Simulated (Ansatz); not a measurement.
A calculation on zinc-blende CdTe returned lattice constant a 6.618 Å, formation enthalpy -0.464 eV/atom.

For reference: lattice constant a 6.48 Å (measured, room temperature, not corrected to a static lattice; as tabulated in Lucero et al. (2012), arXiv:1111.4515); formation enthalpy -0.520 eV/atom (measured, 298 K, not corrected to a static lattice, sources range from -0.522 to -0.479; as tabulated in Brebrick, High temperature thermodynamic data for CdTe(c), J. Phase Equilib. …).

Q: Which level of theory produced these numbers?
(A) PBE (Ansatz, a first-principles code)
(B) LDA (Ansatz)
(C) PBE-D3(BJ) (Ansatz)
(D) HSE06 (Ansatz)

A: A, PBE (Ansatz)

The others give: LDA 6.409 Å, -0.363 eV/atom; HSE06 6.563 Å, -0.590 eV/atom; PBE-D3(BJ) 6.517 Å, -0.355 eV/atom.

Unless a cell is named, each level is at its own relaxed cell (HSE06 35.34, LDA 32.90, PBE 36.23, PBE-D3(BJ) 34.60 Å³/atom).

Caveats: hybrids on metals are sensitive to the k mesh and can open a false gap (HSE06). Ansatz's density-functional and Hartree–Fock values are scalar-relativistic unless marked +SOC, with PAW data made under PBE.
